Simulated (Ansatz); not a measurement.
# CHSi (quartet): from Hartree-Fock to the top rungs, def2-QZVPP

An exercise on one series of results from a longer session: the logs are not shown, and one member is left open.

Method: def2-QZVPP, core rule «outside noble gas», up to 6 orbitals frozen; program: Ansatz 0.2.0, Gaussian basis.

Plan: UHF; ROHF; CCSD(T) on UHF.

### The geometry

The geometry is a PBE0/def2-TZVP stationary point (not a proven minimum).

3 atoms, charge 0, spin multiplicity 4.

Atoms are counted from 1 here; the program's logs count them from 0.

Bond lengths: Si1–C2 1.893 Å, C2–H3 1.096 Å. Angles: Si1–C2–H3 133.1°.

The first run:

Input file in.yaml:

```yaml
crystal:
  periodic: [false, false, false]
  atoms:
    - {symbol: Si, position_ang: [0.000000, 0.032553, 0.617233]}
    - {symbol: C, position_ang: [0.000000, -0.127023, -1.268554]}
    - {symbol: H, position_ang: [0.000000, 0.606549, -2.082531]}
basis:
  gaussian: {orbitals: "def2-QZVPP.json"}
magnetization: {spin_polarized: true, initial_magnetization: 3}
hamiltonian: {xc: hf}
output: {orbitals: {seedname: orbitals}}
```

On the command line:

```sh
$ ansatz run in.yaml --threads 1 --pin off --events-out ev --progress --plain --max-ram 4096MiB --backend cpu
```

Among the steps run: UHF; ROHF; CCSD(T) on UHF.

One of the session's tables, all rows but one given; the rest of the session is left out.

It belongs to the step «Misses and costs». 

| method | from UCCSD(T) (kcal/mol) |
| --- | --- |
| ROHF | +151.14 |
| UHF | +145.10 |
| UMP2 | ? |
| UCCSD | +5.99 |
| UCCSD(T) | 0 |

**Question.** Estimate the row for UMP2.

The run gave: from UCCSD(T) (kcal/mol): +25.98. In the column «from UCCSD(T) (kcal/mol)» it lies between UCCSD (+5.99) and UHF (+145.10).
